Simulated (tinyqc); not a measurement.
CIS on RHF in the sto-3g basis, for H2F+, spin multiplicity 1, step by step. One step of it, computed by the program tinyqc.

Problem. CIS matrix, singlets. A(ia,jb) = (e_a - e_i) d_ij d_ab + 2 (ia|jb) - (ij|ab).

orbital energies (hartree): MO1 -26.639278, MO2 -2.094790, MO3 -1.255427, MO4 -1.094241, MO5 -1.062641, MO6 0.024057, MO7 0.223367

Two-electron integrals over orbitals (pq|rs), unique and non-zero (hartree):
```
(11|11) 5.361186    (21|11) -0.499940   (21|21) 0.074174    (22|11) 1.198457
(22|21) -0.018623   (22|22) 0.858617    (31|31) 0.017086    (32|31) 0.025756
(32|32) 0.162409    (33|11) 0.993407    (33|21) -0.007902   (33|22) 0.764879
(33|33) 0.749715    (41|11) 0.133573    (41|21) -0.016430   (41|22) 0.015074
(41|33) 0.005038    (41|41) 0.029571    (42|11) -0.082143   (42|21) 0.008350
(42|22) 0.013680    (42|33) -0.003058   (42|41) 0.030950    (42|42) 0.159952
(43|31) -0.003847   (43|32) 0.004340    (43|43) 0.046744    (44|11) 1.189239
(44|21) -0.015204   (44|22) 0.825649    (44|33) 0.728449    (44|41) -0.011931
(44|42) -0.091214   (44|44) 0.930971    (51|51) 0.029644    (52|51) 0.038934
(52|52) 0.179905    (53|53) 0.038772    (54|51) -0.009792   (54|52) -0.034674
(54|54) 0.056712    (55|11) 1.264000    (55|21) -0.013978   (55|22) 0.877974
(55|33) 0.753474    (55|41) 0.003783    (55|42) -0.045083   (55|44) 0.852502
(55|55) 0.997514    (61|11) 0.240177    (61|21) -0.037425   (61|22) 0.004950
(61|33) 0.002905    (61|41) -0.003134   (61|42) -0.018007   (61|44) 0.014126
(61|55) 0.006515    (61|61) 0.023935    (62|11) -0.313290   (62|21) 0.008318
(62|22) -0.151718   (62|33) -0.093746   (62|41) -0.016866   (62|42) -0.035525
(62|44) -0.118940   (62|55) -0.160811   (62|61) 0.002333    (62|62) 0.080697
(63|31) -0.004156   (63|32) 0.029982    (63|43) 0.015765    (63|63) 0.068833
(64|11) -0.225802   (64|21) 0.002260    (64|22) -0.118527   (64|33) -0.070291
(64|41) -0.007971   (64|42) -0.004394   (64|44) -0.127277   (64|55) -0.120710
(64|61) 0.002119    (64|62) 0.059315    (64|64) 0.057434    (65|51) -0.015516
(65|52) -0.058206   (65|54) -0.003705   (65|65) 0.028865    (66|11) 0.708027
(66|21) -0.005651   (66|22) 0.584102    (66|33) 0.566398    (66|41) 0.016928
(66|42) 0.068591    (66|44) 0.541460    (66|55) 0.557323    (66|61) -0.003983
(66|62) -0.053937   (66|64) -0.028657   (66|66) 0.548370    (71|31) 0.017909
(71|32) 0.025600    (71|43) -0.004162   (71|63) -0.004024   (71|71) 0.018801
(72|31) 0.017239    (72|32) 0.059793    (72|43) -0.024080   (72|63) -0.029761
(72|71) 0.017282    (72|72) 0.055384    (73|11) 0.426587    (73|21) -0.008824
(73|22) 0.197565    (73|33) 0.159706    (73|41) -0.001352   (73|42) -0.055950
(73|44) 0.207909    (73|55) 0.225631    (73|61) 0.005850    (73|62) -0.077236
(73|64) -0.069601   (73|66) 0.021637    (73|73) 0.157693    (74|31) -0.007976
(74|32) -0.056934   (74|43) 0.014255    (74|63) -0.036605   (74|71) -0.008288
(74|72) -0.012167   (74|74) 0.046215    (75|53) 0.025538    (75|75) 0.020421
(76|31) -0.011207   (76|32) -0.103833   (76|43) -0.039116   (76|63) -0.082713
(76|71) -0.011454   (76|72) 0.006859    (76|74) 0.055082    (76|76) 0.158754
(77|11) 0.834813    (77|21) -0.008532   (77|22) 0.632321    (77|33) 0.634546
(77|41) 0.003287    (77|42) 0.006006    (77|44) 0.613160    (77|55) 0.620772
(77|61) 0.003570    (77|62) -0.052116   (77|64) -0.029869   (77|66) 0.546301
(77|73) 0.079011    (77|77) 0.594282
```

Give: CIS matrix A, singlet.

Solution.

CIS matrix A, singlet (hartree):
```
        1>6     1>7     2>6     2>7     3>6     3>7     4>6     4>7
1>6  26.003   0.000   0.010   0.000   0.000   0.023  -0.013   0.000
1>7   0.000  26.065   0.000   0.043   0.003   0.000   0.000  -0.020
2>6   0.010   0.000   1.696   0.000   0.000  -0.051   0.050   0.000
2>7   0.000   0.043   0.000   1.797   0.044   0.000   0.000  -0.030
3>6   0.000   0.003   0.000   0.044   0.851   0.000   0.000  -0.034
3>7   0.023   0.000  -0.051   0.000   0.000   1.160  -0.100   0.000
4>6  -0.013   0.000   0.050   0.000   0.000  -0.100   0.692   0.000
4>7   0.000  -0.020   0.000  -0.030  -0.034   0.000   0.000   0.797
5>6   0.000   0.000   0.000   0.000   0.000   0.000   0.000   0.000
5>7   0.000   0.000   0.000   0.000   0.000   0.000   0.000   0.000

       5>6    5>7
1>6  0.000  0.000
1>7  0.000  0.000
2>6  0.000  0.000
2>7  0.000  0.000
3>6  0.000  0.000
3>7  0.000  0.000
4>6  0.000  0.000
4>7  0.000  0.000
5>6  0.587  0.000
5>7  0.000  0.706
```
